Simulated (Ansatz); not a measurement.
# C₂H₃FO: single points off equilibrium

One table from this session's results is given with a row withheld; the runs are named, their logs left out.

Computed with Ansatz 0.2.0, Gaussian basis. Level: single points in def2-TZVPP.

Cores are frozen in the correlated methods.

## Starting geometry

SMILES `FC1CO1`, 7 atoms, charge 0, spin multiplicity 1.

Atoms are counted from 1 here; the program's logs count them from 0.

Bond lengths: F1–C2 1.355 Å, C2–C3 1.497 Å, C2–O4 1.403 Å, C2–H5 1.142 Å, C3–O4 1.448 Å, C3–H6 1.014 Å, C3–H7 1.161 Å. Angles: F1–C2–C3 119.5°, F1–C2–O4 115.7°, F1–C2–H5 111.1°, C3–C2–O4 59.8°, C3–C2–H5 124.7°, O4–C2–H5 115.8°, C2–C3–O4 56.9°, C2–C3–H6 117.5°, C2–C3–H7 123.7°, O4–C3–H6 119.6°, O4–C3–H7 117.2°, H6–C3–H7 111.8°, C2–O4–C3 63.3°.

As a file:

```xyz
7
charge 0, multiplicity 1
F    -1.2884   -1.2440   -0.0631
C    -0.6585   -0.0682   -0.3027
C     0.6914    0.1803    0.2943
O     0.4925   -0.1469   -1.1018
H    -1.4048    0.7492   -0.5842
H     0.9191    1.1323    0.5586
H     1.2596   -0.5950    0.9448
```

Set-up of the first run:

run/in.yaml

```yaml
crystal:
  periodic: [false, false, false]
  atoms:
    - {symbol: F, position_ang: [-1.288400, -1.244000, -0.063100]}
    - {symbol: C, position_ang: [-0.658500, -0.068200, -0.302700]}
    - {symbol: C, position_ang: [0.691400, 0.180300, 0.294300]}
    - {symbol: O, position_ang: [0.492500, -0.146900, -1.101800]}
    - {symbol: H, position_ang: [-1.404800, 0.749200, -0.584200]}
    - {symbol: H, position_ang: [0.919100, 1.132300, 0.558600]}
    - {symbol: H, position_ang: [1.259600, -0.595000, 0.944800]}
basis:
  gaussian: {orbitals: def2-TZVPP}
correlation: {method: ccsd_t}
output: {forces: true}
```

The command line of these runs was not kept.

Among the steps run: CCSD(T)/def2-TZVPP; PBE0-D4/def2-TZVPP; wB97M-V/def2-TZVPP; r2SCAN-D4/def2-TZVPP; PBE-D4/def2-TZVPP; BLYP-D4/def2-TZVPP; SPW92/def2-TZVPP.

One of the session's tables, all rows but one given; the rest of the session is left out.

| method | RMS force component (eV/Å) | angle to CCSD(T) forces (°) | dipole (D) |
| --- | --- | --- | --- |
| CCSD(T) | 1.284 | reference | 2.22 |
| PBE0-D4 | 1.344 | 11.3 | 2.20 |
| wB97M-V | 1.309 | 7.0 | 2.23 |
| r2SCAN-D4 | 1.294 | 5.2 | 2.13 |
| PBE-D4 | 1.278 | 9.4 | 2.03 |
| BLYP-D4 | ? | ? | ? |
| SPW92 | 1.356 | 15.9 | 2.12 |

Estimate the missing values for BLYP-D4.

**Answer.** RMS force component (eV/Å): 1.260; angle to CCSD(T) forces (°): 14.4; dipole (D): 2.09. In the column «RMS force component (eV/Å)» it is the lowest.
